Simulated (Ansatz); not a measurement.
input.yaml for CuI$_{2}$ (Ansatz 0.2.0)

```yaml
crystal:
  lattice:
    - [5.200384, 0.0, 0.0]
    - [0.0, 5.200384, 0.0]
    - [0.0, 0.0, 4.54417]
  atoms:
    - { symbol: Cu, position: [0.0, 0.0, 0.0] }
    - { symbol: I, position: [0.0, 0.5, 0.0] }
    - { symbol: I, position: [0.5, 0.0, 0.0] }
basis:
  ecutwfc: 420
kpoints:
  mp_grid: { kspacing: 1.0 }
hamiltonian:
  xc: pbe
  hubbard: { sites: [{ species: Cu, l: d, u: 6.1, j: 0.43 }] }
scf:
  occupations: { method: gaussian, width: 0.1 }
  n_extra_bands: 2
  convergence: { dr2_threshold: "1e-8 eV" }
output:
  forces: true
  stress: true
  eigenvalues: true
```

Command:

```bash
ansatz run input.yaml --threads 1 --pin off --max-ram 1331MiB --backend cpu --events-out ev --progress --plain --runs-dir out
```

Output, shortened (HF is the Harris–Foulkes energy, dr2 the density residual in eV):

```text
Warning: output.stress: scf.convergence.dr2_threshold = 1e-8 eV is looser than the 3e-10 eV advised for a printed stress (1e-10 eV for each atom of the cell: 3). What an SCF threshold leaves in a stress goes as its square root, and in the free energy as the threshold itself …
Cu: projections on atomic orbitals take those of the free atom [Ne] 3s2 3p6 3d10 4s1, of charge +0.00 (hamiltonian.pseudopotentials.projection_atoms); the dataset's partial waves leave at most 2.0e-6 of an orbital's norm unspanned inside its sphere
I: projections on atomic orbitals take those of the free atom [Kr] 4d10 5s2 5p5, of charge +0.00 (hamiltonian.pseudopotentials.projection_atoms); the dataset's partial waves leave at most 9.4e-6 of an orbital's norm unspanned inside its sphere
scf.n_extra_bands = 2 over 27 filled bands (N_el = 53.0): the run solves 29 bands
Pseudopotential: Cu, paw, valence charge 19, recommended cutoff 420 eV (normal)
Pseudopotential: I, paw, valence charge 17, recommended cutoff 420 eV (normal)
Crystal: 3 atoms, lattice volume = 122.893 Å³
Basis set: ecut = 420 eV, 2431 PW (Γ), exchange–correlation on 72×72×64 points (8 copies of the dense FFT grid, shifted against one another)
Bands: 29, of which v1, the nominal top of the filled ones, is band 27 counted from 1 (26 counted from 0)
Symmetry: 16 space group operations
Space group: P4/mmm (ITA 123), of the structure as read, at distance tolerance 5.0e-5 Å
k-points: 6 of 8
Initial density: superposition of atomic densities
SCF iter   1: HF=-21651.917849 eV  Δρ=6.26e-2  dr2=4.59e0
SCF iter   2: HF=-21654.997276 eV  Δρ=1.82e-1  dr2=2.31e1  recentre
SCF iter   3: HF=-21650.889912 eV  Δρ=2.68e-2  dr2=1.14e0
SCF iter   4: HF=-21650.564017 eV  Δρ=1.05e-2  dr2=5.64e-2
   ...
SCF iter   8: HF=-21650.566982 eV  Δρ=2.28e-5  dr2=4.71e-7
SCF iter   9: HF=-21650.566964 eV  Δρ=6.17e-6  dr2=3.25e-8
SCF iter  10: F=-21650.566964 eV  HF=-21650.566964 eV  Δρ=1.07e-6  dr2=8.58e-10
SCF 1 converged in 10 iterations: F = -21650.566964 eV  dr2 = 8.58e-10
SCF converged after 10 iterations
Free energy (F): -21650.566964 eV
E sigma→0 (E₀):  -21650.566964 eV
Fermi energy:    3.871920 eV
--- DFT+U+J on-site energies (Liechtenstein; fll double counting; per corrected site; eV) ---
  site 0 (l=d): U=6.1000  J=0.4300  Tr N=9.8611  E_int=258.549823  E_dc=258.173606  E_U=0.376217
--- Forces (eV/Å), atoms counted from 1 ---
  atom   1  Cu    -0.00000000     0.00000000     0.00000000
  atom   2  I     -0.00000000     0.00000000     0.00000000
  atom   3  I      0.00000000     0.00000000     0.00000000
--- Stress (GPa, compression-positive) ---
       -0.182608       0.000000       0.000000
        0.000000      -0.182608       0.000000
        0.000000       0.000000       1.832823
  P = ⅓ Tr σ = 0.4892 GPa (4.892 kbar)
```

These settings were drawn at random to show what each does; none of the numbers is a converged property of the crystal. Under a U the state reached may not be the lowest.